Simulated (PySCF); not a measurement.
hydrogen isocyanide (CHN), SMILES [C-]#[NH+].

Coordinates come from a B3LYP-D3(BJ)/def2-TZVPD optimisation.

The numbers are results of PySCF with TDA-ωB97X/def2-TZVPD, not measurements.

Vertical excitations; the highest root listed may be one member of a degenerate set.  State labels are in the subgroup C2v.

| state | symmetry | energy (eV) | λ (nm) | f | main pairs |
|---|---|---|---|---|---|
| S1 | B1 | 8.51 | 146 | 0.118 | HOMO→LUMO+1 (degenerate set) |
| S2 | B2 | 8.51 | 146 | 0.118 | HOMO→LUMO+2 (degenerate set) |
| S3 | A2 | 8.53 | 145 | 0.000 | HOMO−1→LUMO+1 49 %, HOMO−2→LUMO+2 49 % |
| S4 | A2 | 8.82 | 141 | 0.000 | HOMO−2→LUMO+2, HOMO−1→LUMO+1 (degenerate set) |
| S5 | A1 | 8.82 | 141 | 0.000 | HOMO−1→LUMO+2, HOMO−2→LUMO+1 (degenerate set) |
| S6 | A1 | 9.79 | 127 | 0.001 | HOMO→LUMO 83 % |
| S7 | A1 | 10.12 | 123 | 0.213 | HOMO→LUMO+3 84 % |
| S8 | B1 | 10.31 | 120 | 0.044 | HOMO−2→LUMO (degenerate set) |
| S9 | B2 | 10.31 | 120 | 0.044 | HOMO−1→LUMO (degenerate set) |
| S10 | B1 | 11.55 | 107 | 0.096 | HOMO−2→LUMO+3 81 %, HOMO−2→LUMO+4 14 % |
| T1 | B1 | 6.10 | 203 | 0 | HOMO→LUMO+1 (degenerate set) |
| T2 | B2 | 6.10 | 203 | 0 | HOMO→LUMO+2 (degenerate set) |
| T3 | A1 | 7.22 | 172 | 0 | HOMO−1→LUMO+2 46 %, HOMO−2→LUMO+1 46 % |
| T4 | A2 | 7.85 | 158 | 0 | HOMO−1→LUMO+1 48 %, HOMO−2→LUMO+2 48 % |
Triplets are in the Tamm–Dancoff approximation.
